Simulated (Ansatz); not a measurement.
Debugging a composite energy at a relaxed geometry of AlFH2N, SMILES [NH2][Al][F] (Ansatz 0.2.0, Python API).

Contents of `alfh2n.xyz`:
```text
5

N    -0.74450    0.43870   -0.17430
Al    0.39910   -0.35340    1.04840
F     1.44130   -1.68840    0.48620
H    -0.42580    1.49380   -0.26670
H    -0.62020    0.03560   -1.13500
```

`composite_alfh2n.py`:
```python
"""A composite energy for AlFH2N: DFT geometry, MP2 basis limit, coupled-cluster correction."""

import itertools
import warnings

import ansatz as az
from ase.data import atomic_numbers, covalent_radii
import numpy as np

BASIS = "def-2SVP"
FUNCTIONAL = "pbe0"
VDW = "d3bj"


def main() -> None:
    warnings.simplefilter("ignore", az.DeckWarning)

    mol = az.Crystal.molecule_from_extxyz("alfh2n.xyz")

    model = (
        mol.calculation()
        .basis(gaussian=BASIS)  # the orbital basis, by name
        .functional(FUNCTIONAL, dispersion=VDW)
        .spin("collinear", total=1)  # spin-polarised run
    )
    symbols = [site.symbol for site in mol.cartesian_sites]
    start = np.array([site.position_ang for site in mol.cartesian_sites], dtype=float)
    r = model.relax(force_tolerance=0.01, max_steps=30).run(threads=1, backend="cpu").report
    end = np.array(r["positions_ang"])
    # pairs closer than 1.2 times the sum of covalent radii, before or after
    radius = [covalent_radii[atomic_numbers[s]] for s in symbols]
    span = lambda where, i, j: np.linalg.norm(where[i] - where[j])
    bonded = [(i, j) for i, j in itertools.combinations(range(len(symbols)), 2) if min(span(start, i, j), span(end, i, j)) < 1.2 * (radius[i] + radius[j])]
    print("pair        before    after (A)")
    for i, j in bonded:
        print(f"{symbols[i]}{i}-{symbols[j]}{j}".ljust(10), f"{span(start, i, j):8.4f} {span(end, i, j):8.4f}")

    minimum = az.Crystal.molecule()
    for symbol, place in zip(symbols, end):
        minimum = minimum.atom(symbol, place.tolist())
    at_minimum = minimum.calculation().spin("collinear", total=1)
    # MP2 extrapolated to the basis limit, plus the small-basis difference CCSD(T) - MP2
    level = lambda method, basis: at_minimum.basis(gaussian=basis).correlation(method).run(threads=1, backend="cpu").report
    small, large, cluster = level("mp2", "cc-pVDZ"), level("mp2", "cc-pVTZ"), level("ccsd_t", "cc-pVDZ")
    corr = lambda each: (each["free_energy_ev"] - each["reference_energy_ev"]) / 27.211386246
    mp2_limit = (27 * corr(large) - 8 * corr(small)) / 19
    pieces = {"HF / cc-pVTZ": large["reference_energy_ev"] / 27.211386246, "MP2 correlation, DZ-TZ limit": mp2_limit, "CCSD(T) - MP2 / cc-pVDZ": corr(cluster) - corr(small)}
    for name, value in pieces.items():
        print(f"{name:32s} {value:14.6f} Ha")
    print(f"{'sum':32s} {sum(pieces.values()):14.6f} Ha")
    print("T1 diagnostic", round(cluster["correlation"]["coupled_cluster"]["t1_diagnostic"], 4))


if __name__ == "__main__":
    main()
```

```console
$ python composite_alfh2n.py
Traceback (most recent call last):
  File "composite_alfh2n.py", line 55, in <module>
    main()
    ~~~~^^
  File "composite_alfh2n.py", line 28, in main
    r = model.relax(force_tolerance=0.01, max_steps=30).run(threads=1, backend="cpu").report
        ~~~~~~~~~~~~~~~~~~~~~~~~~~~~~~~~~~~~~~~~~~~~~~~~~~~^^^^^^^^^^^^^^^^^^^^^^^^^^
  ...
ansatz.GaussianBasisError: pseudopotentials/gaussian/def-2svp.bse can't be read: No such file or directory (os error 2)
```
(Library frames cut from the traceback.)

Why does it end like this?

The fault: the library has no basis set of that name. The cap on steps that the faulty run carried goes too. The change:

```diff
--- before
+++ after
@@ -9,3 +9,3 @@
 
-BASIS = "def-2SVP"
+BASIS = "def2-SVP"
 FUNCTIONAL = "pbe0"
@@ -27,3 +27,3 @@
     start = np.array([site.position_ang for site in mol.cartesian_sites], dtype=float)
-    r = model.relax(force_tolerance=0.01, max_steps=30).run(threads=1, backend="cpu").report
+    r = model.relax(force_tolerance=0.01).run(threads=1, backend="cpu").report
     end = np.array(r["positions_ang"])
```

After the fix:

```console
$ python composite_alfh2n.py
pair        before    after (A)
N0-Al1       1.8521   1.7711
N0-H3        1.1060   1.0135
N0-H4        1.0492   1.0158
Al1-F2       1.7845   1.6724
HF / cc-pVTZ                        -397.128150 Ha
MP2 correlation, DZ-TZ limit          -0.577706 Ha
CCSD(T) - MP2 / cc-pVDZ               -0.023242 Ha
sum                                 -397.729098 Ha
T1 diagnostic 0.0162
```

Total energies depend on the basis set; only differences at equal settings carry meaning. The sum leaves out core correlation, relativity, the Hartree-Fock basis error and zero-point energy; a DZ-TZ extrapolation is rough. The run takes the species as open-shell (spin multiplicity 2), which needn't be its ground state. Inner cores stay frozen, so this is valence correlation. For Al to Cl the sets with a tight d function, cc-pV(X+d)Z, are usual. An extrapolation from small basis sets is rough. Timing: 33 s on 1 thread of Arm Neoverse V1, with other jobs on the host, peak memory 0.28 GiB.
